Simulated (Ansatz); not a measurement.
Two shapes of singlet BNH6.

Shape 1:

```xyz
8

B     0.0000    0.0000   -0.9155
N     0.0000    0.0000    0.7196
H     0.0000   -1.1803   -1.2418
H    -1.0222    0.5901   -1.2418
H     1.0222    0.5901   -1.2418
H     0.0000    0.9514    1.0887
H    -0.8239   -0.4757    1.0887
H     0.8239   -0.4757    1.0887
```

Shape 2:

```xyz
8

B     0.0000    0.0000   -0.8423
N     0.0000    0.0000    0.6620
H     0.0000   -1.0859   -1.1425
H    -0.9404    0.5429   -1.1425
H     0.9404    0.5429   -1.1425
H     0.0000    0.8753    1.0016
H    -0.7580   -0.4376    1.0016
H     0.7580   -0.4376    1.0016
```

Basis set: 6-31G* (spherical functions). Left uncorrelated: 2 orbitals. Charge 0, multiplicity 1.

Computed with Ansatz (development build ahead of 0.2.0); each method stands on the lowest determinant of its kind that the runs found.

(1) Which shape is lower in energy, and by how much in each method?

Results:

(1)

| method | E(2) − E(1) (eV) |
| --- | --- |
| RHF | 0.898 |
| RHF-MP2 | 1.038 |

Shape 1 is lower. Caution: no unrestricted run beside it, a lower state can exist.
